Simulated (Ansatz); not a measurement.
Reaction (SMILES): F atom -> [F-] (an electron is taken up)

Wanted: adiabatic electron affinity (0 K, with zero-point energies), in eV. Positive where the reaction releases energy. Terms: non-relativistic; open shells spin-unrestricted; six Cartesian d functions in 6-31G* and its kin unless marked 5d; frozen cores in correlated levels; no spin-orbit coupling. Basis-set limits of correlation are two-point, X^-3; Hartree-Fock from the larger set. Sets without +, aug- or the D of def2-TZVPD hold no diffuse functions, which anions need.

```json
[
 {"species": "F atom", "coefficient": "+1", "E at B3LYP/6-31G* (Ansatz), Eh": "-99.71553", "E at B3LYP/def2-TZVPD (Ansatz), Eh": "-99.77110"},
 {"species": "[F-]", "coefficient": "-1", "E at B3LYP/6-31G* (Ansatz), Eh": "-99.75408", "E at B3LYP/def2-TZVPD (Ansatz), Eh": "-99.90098"}
]
```

Coupled cluster (Ansatz, a first-principles code) is a level with limits of its own, used here on species with T1 under 0.025 (0.045 for open shells) and stable references: CCSD(T)/CBS(aug-cc-pVTZ,aug-cc-pVQZ). Value to compare with, CCSD(T)/CBS(aug-cc-pVTZ,aug-cc-pVQZ) (Ansatz): 3.44 eV. 1 Eh = 27.2114 eV.

Question: Compute it at each level from the table, and compare with CCSD(T)/CBS(aug-cc-pVTZ,aug-cc-pVQZ) (Ansatz).

Answer: 
- B3LYP/6-31G*: the sum of coefficient times E is 0.03855 Eh, or 1.049 eV. Result: 1.05 eV. Its difference against CCSD(T)/CBS(aug-cc-pVTZ,aug-cc-pVQZ) (Ansatz) is -2.39 eV.
- B3LYP/def2-TZVPD: the sum of coefficient times E is 0.12988 Eh, or 3.534 eV. Result: 3.53 eV. Its difference against CCSD(T)/CBS(aug-cc-pVTZ,aug-cc-pVQZ) (Ansatz) is 0.09 eV.
